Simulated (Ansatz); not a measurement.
A made-up structure of CH₂SSi, closed shell:

C1  (-0.550, 0.584, -0.483)
Si2  (0.556, -0.590, 0.488)
S3  (1.821, -1.932, 1.599)
H4  (-0.622, 1.756, -0.183)
H5  (-1.205, 0.182, -1.421)
(Å)

It is relaxed with PBE-D4/def2-SVP and then PBE0-D4/def2-TZVP (Ansatz 0.2.0). Atoms count as bonded within 1.22 times the sum of their covalent radii (H–H: 0.88 Å). The end point is not checked to be a true minimum.

Does its bonding change? (A judgement: the text doesn't fix the answer.)

By the calculation: No: no bond forms or breaks.

Where it ends: The first stage lowers the energy by 1.19 eV in 5 steps. It ends as CH₂SSi ([CH2][Si][S]):
```
5
angstrom
C -0.4917 0.5212 -0.4312
Si 0.4967 -0.5269 0.4361
S 1.6262 -1.7253 1.4278
H -0.5557 1.5680 -0.1635
H -1.0755 0.1629 -1.2692
```

Labels in which every atom is bracketed show which atoms are joined, not bond orders.

For scale, one of the runs: PBE0-D4/def2-TZVP relaxation, 117 basis functions, launched by `ansatz run in.yaml --threads 2 --pin off --events-out ev --progress --plain --max-ram 4352MiB`. The run took about 10 s on 2 CPU threads of an Arm Neoverse V1 (shared host).
